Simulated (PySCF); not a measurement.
# How close is B3LYP for 1,4-dihydropyrazine radical cation?

The experiment to reproduce: a(14N N3/N6) 7.4 G [1]; a(1H H9/H12) -7.94 G [1]; a(1H H7/H8/H10/H11) -3.13 G [1]; a(1H H9/H12) -8.3 G [2]; a(1H H7/H8/H10/H11) -3.26 G [2]; a(14N N3/N6) 7.6 G [2]. Sources and the comparison follow the method.

1,4-dihydropyrazine radical cation, C₄H₆N₂ (charge +1 and doublet state).
Numbering: `[CH:1]1=[CH:2][NH:3][CH:4]=[CH:5][NH:6]1` (hydrogens: H7 on C1; H8 on C2; H9 on N3; H10 on C4; H11 on C5; H12 on N6)

Geometry (PBE0-D3(BJ)/def2-SVP, Å), atoms numbered from 1 in this order:
```
atom  x, y, z in Å
C1     1.1164    0.7812    0.1448
C2     1.2466   -0.5689    0.0612
N3     0.1299   -1.3502   -0.0882
C4    -1.1160   -0.7815   -0.1536
C5    -1.2462    0.5687   -0.0700
N6    -0.1295    1.3500    0.0793
H7     1.9748    1.4421    0.2633
H8     2.2159   -1.0645    0.1086
H9     0.2264   -2.3595   -0.1501
H10   -1.9744   -1.4423   -0.2723
H11   -2.2155    1.0643   -0.1176
H12   -0.2261    2.3592    0.1425
```

The hyperfine couplings belong to this conformer and change with its torsions.

As a line formula: 1,4-dihydropyrazine radical cation, `N1C=CNC=C1` [SMILES of the parent framework; charge +1 and doublet state].

Theory: UKS B3LYP, IGLO-III on C N, pcH-1 on H, non-relativistic, mean-field spin-orbit, GIAO in PySCF. Stability of the SCF solution: not tested. No frequencies were computed at this geometry's level, so the symmetric structure isn't shown to be a minimum.

```
         nucleus  computed a_iso (MHz)  published  in MHz  difference of magnitudes (MHz)  source
       14N N3/N6                  14.8      7.4 G    20.7                            -5.9     [1]
       1H H9/H12                 -28.8    -7.94 G   -22.3                            +6.5     [1]
1H H7/H8/H10/H11                  -9.9    -3.13 G    -8.8                            +1.1     [1]
       1H H9/H12                 -28.8     -8.3 G   -23.3                            +5.5     [2]
1H H7/H8/H10/H11                  -9.9    -3.26 G    -9.1                            +0.8     [2]
       14N N3/N6                  14.8      7.6 G    21.3                            -6.5     [2]
```

Values published in field units are turned into MHz with the computed g_iso.

Sources: [1] measured, solution (EPR); Hermosilla, Calle, Garcia de la Vega, RSC Adv. 2015, Modeling EPR parameters of nitrogen containing conjugated radical cations. [2] measured, solution or matrix (EPR); Pople, Beveridge, Approximate Molecular Orbital Theory, McGraw-Hill 1970 (compilation of measured values).

In relative terms the largest miss is 14N N3/N6, by 31 %. The measured numbers hold vibrational averaging and, outside the gas phase, effects of the matrix or solvent; the computed ones belong to one rigid, isolated geometry and carry the errors of functional and basis. An EPR spectrum gives magnitudes, so published signs often rest on theory.

Largest spin populations (Mulliken): N3 (+0.31), N6 (+0.31), C5 (+0.11) and C2 (+0.11).

The unrestricted determinant has ⟨S²⟩ = 0.7554 (exact 0.7500), so spin contamination is small.
